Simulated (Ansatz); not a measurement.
**C2H4ClF: small, medium and large basis sets**

The task here is to estimate one member of a computed series from the others.

The runs use Ansatz 0.2.0, Gaussian basis; one geometry, several basis sets.

Levels to be run: PBE0-D4/def2-SVP; ωB97M-V/def2-SVP; PBE0-D4/def2-QZVPP; ωB97M-V/def2-QZVPP; the functionals' def2-TZVPP values are taken from earlier runs.

### The relaxed structure

An earlier PBE0-D4 in a triple-zeta def2 set relaxation fixed the geometry.

8 atoms, charge 0, spin multiplicity 1.

Atoms are counted from 1 here; the program's logs count them from 0.

Bond lengths: C1–C2 1.499 Å, C1–H5 1.090 Å, C1–H6 1.092 Å, C1–H7 1.090 Å, C2–F3 1.363 Å, C2–Cl4 1.783 Å, C2–H8 1.091 Å. Angles: C2–C1–H5 110.2°, C2–C1–H6 109.1°, C2–C1–H7 110.0°, H5–C1–H6 109.1°, H5–C1–H7 109.1°, H6–C1–H7 109.2°, C1–C2–F3 110.1°, C1–C2–Cl4 111.2°, C1–C2–H8 113.3°, F3–C2–Cl4 108.4°, F3–C2–H8 107.8°, Cl4–C2–H8 105.8°.

Geometry (Å):

```xyz
8
charge 0, multiplicity 1
C     0.0238    0.7980   -0.0633
C    -0.0535   -0.6822    0.1609
F     1.0254   -1.1043    0.8786
Cl   -0.0814   -1.5667   -1.3871
H    -0.8468    1.1404   -0.6224
H     0.0497    1.3052    0.9037
H     0.9270    1.0444   -0.6223
H    -0.9521   -0.9920    0.6962
```

Set-up of the first run:

File in.yaml:

```yaml
crystal:
  periodic: [false, false, false]
  atoms:
    - {symbol: C, position_ang: [0.023828, 0.798019, -0.063257]}
    - {symbol: C, position_ang: [-0.053529, -0.682170, 0.160873]}
    - {symbol: F, position_ang: [1.025388, -1.104268, 0.878619]}
    - {symbol: Cl, position_ang: [-0.081423, -1.566713, -1.387138]}
    - {symbol: H, position_ang: [-0.846770, 1.140357, -0.622423]}
    - {symbol: H, position_ang: [0.049707, 1.305159, 0.903731]}
    - {symbol: H, position_ang: [0.926992, 1.044385, -0.622260]}
    - {symbol: H, position_ang: [-0.952094, -0.991968, 0.696156]}
basis:
  gaussian: {orbitals: def2-SVP}
hamiltonian: {xc: pbe0, dispersion: d4}
output: {orbitals: {seedname: orbitals}}
```

Among the steps run: PBE0-D4 in def2-SVP; ωB97M-V in def2-SVP; PBE0-D4 in def2-QZVPP; ωB97M-V in def2-QZVPP.

One of the session's tables, all rows but one given; the rest of the session is left out.

It belongs to the step «Density functionals: the series». 

```
functional       basis  HOMO (eV)  LUMO (eV)
   PBE0-D4    def2-SVP      -8.52       1.35
   PBE0-D4  def2-TZVPP      -8.71       0.76
   PBE0-D4  def2-QZVPP      -8.76       0.44
   ωB97M-V    def2-SVP     -10.81       3.43
   ωB97M-V  def2-TZVPP          ?          ?
   ωB97M-V  def2-QZVPP     -11.09       1.88
```

Q: Estimate the row for ωB97M-V, def2-TZVPP from the others.

The run gave: HOMO (eV): -11.04; LUMO (eV): 2.67. In the column «HOMO (eV)» it lies between ωB97M-V, def2-QZVPP (-11.09) and ωB97M-V, def2-SVP (-10.81).
